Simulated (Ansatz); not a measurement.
Two shapes of singlet C2H2.

Shape 1:

```xyz
4

C    -0.0140   -0.0452   -0.6204
C    -0.0192   -0.0432    0.6205
H    -0.0291   -0.0316   -1.6538
H     0.0289    0.0338    1.7020
```

Shape 2:

```xyz
4

C     0.0000    0.0000   -0.5559
C     0.0000    0.0000    0.5559
H     0.0000    0.0000   -1.5449
H     0.0000    0.0000    1.5449
```

Basis set: cc-pVTZ (spherical functions). Left uncorrelated: 2 orbitals. Charge 0, multiplicity 1.

Computed with Ansatz (development build ahead of 0.2.0); each method stands on the lowest determinant of its kind that the runs found.

(1) Which shape is lower in energy, and by how much in each method?

Answers

(1)

```json
{"method": "RHF", "E(2) − E(1) (eV)": "0.287"}
{"method": "RHF-MP2", "E(2) − E(1) (eV)": "0.756"}
```

Shape 1 is lower. Caution: no unrestricted run beside it, a lower state can exist.
